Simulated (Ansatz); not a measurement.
Relaxation of C₂H₆OS₂ (11 atoms, charge 0, multiplicity 1), to a largest force component of 0.015 eV/Å in at most 40 steps.

Method: RKS PBE-D4/def2-mTZVP (Ansatz).

```xyz
11
Properties=species:S:1:pos:R:3:forces:R:3
C -0.925 -0.283 0.828 -2.28 2.80 -0.57
C 0.232 0.107 -0.044 0.46 -0.43 0.13
O 1.328 0.271 0.786 1.53 0.42 0.94
S 0.001 1.653 -0.956 -4.02 0.80 0.31
S 0.578 -1.239 -1.231 -0.73 -1.55 -0.17
H -1.167 0.563 1.556 0.53 -0.77 -0.73
H -0.764 -1.148 1.403 0.50 -1.47 0.61
H -1.847 -0.369 0.220 0.09 -0.30 0.17
H 1.940 -0.462 0.608 0.18 -0.20 0.19
H 1.217 1.877 -1.209 3.07 0.27 -0.46
H 1.730 -0.712 -1.640 0.68 0.44 -0.41
```

Task: Where does it end, and by what steps?

Result: The forces met the threshold. After 10 steps the energy has fallen by 0.553 eV; H9 moved furthest, 0.43 Å.

```json
{"step": "0", "energy less start (eV)": "0.0000", "largest force component (eV/Å)": "4.024", "accepted": "yes"}
{"step": "1", "energy less start (eV)": "-0.4536", "largest force component (eV/Å)": "1.180", "accepted": "yes"}
{"step": "2", "energy less start (eV)": "-0.5246", "largest force component (eV/Å)": "0.344", "accepted": "yes"}
{"step": "3", "energy less start (eV)": "-0.5246", "largest force component (eV/Å)": "1.132", "accepted": "no"}
{"step": "4", "energy less start (eV)": "-0.5418", "largest force component (eV/Å)": "0.075", "accepted": "yes"}
{"step": "5", "energy less start (eV)": "-0.5494", "largest force component (eV/Å)": "0.062", "accepted": "yes"}
{"step": "6", "energy less start (eV)": "-0.5018", "largest force component (eV/Å)": "0.583", "accepted": "no"}
{"step": "7", "energy less start (eV)": "-0.5524", "largest force component (eV/Å)": "0.025", "accepted": "yes"}
{"step": "8", "energy less start (eV)": "-0.5526", "largest force component (eV/Å)": "0.021", "accepted": "yes"}
{"step": "9", "energy less start (eV)": "-0.5527", "largest force component (eV/Å)": "0.082", "accepted": "yes"}
{"step": "10", "energy less start (eV)": "-0.5528", "largest force component (eV/Å)": "0.015", "accepted": "yes"}
```

```xyz
11
Properties=species:S:1:pos:R:3
C -0.918 -0.251 0.802
C 0.301 0.119 -0.039
O 1.454 0.367 0.745
S -0.087 1.700 -0.914
S 0.600 -1.336 -1.187
H -1.072 0.523 1.565
H -0.747 -1.213 1.307
H -1.823 -0.338 0.186
H 1.800 -0.510 1.013
H 1.206 1.934 -1.276
H 1.609 -0.736 -1.880
```

Run time: 32 s on 2 threads of Arm Neoverse V1, with other jobs on the host, peak memory 0.17 GiB.
